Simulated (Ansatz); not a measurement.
We consider zinc-blende MgTe (metastable phase), described by PBEsol-D3(BJ) (plane waves, PAW; Ansatz, an electronic-structure program).

Run with plane-wave cutoff 520 eV, 10×10×10 k mesh, Fermi–Dirac smearing 0.01 eV, scalar-relativistic PAW data made under PBE.

Properties against volume:

| V (Å³/atom) | P (GPa) | direct gap at Γ (eV) |
|---|---|---|
| 30.197 | 2.78 | 2.798 |
| 30.839 | 1.76 | 2.700 |
| 31.482 | 0.83 | 2.606 |
| 32.124 | 0.00 | 2.514 |
| 32.767 | -0.75 | 2.427 |
| 33.409 | -1.43 | 2.342 |
| 34.052 | -2.04 | 2.261 |

A straight line through the gaps at Γ against ln V gives a volume deformation potential dE_g(Γ)/d ln V of -4.5 eV: the gap at Γ widens under compression.

Measured, for comparison: band gap 3.67 eV (2 K, zero-point motion not removed; as tabulated in arXiv:1206.3780).

Spin–orbit coupling is not included; with these elements it can move the gap by several tenths of an eV or more.
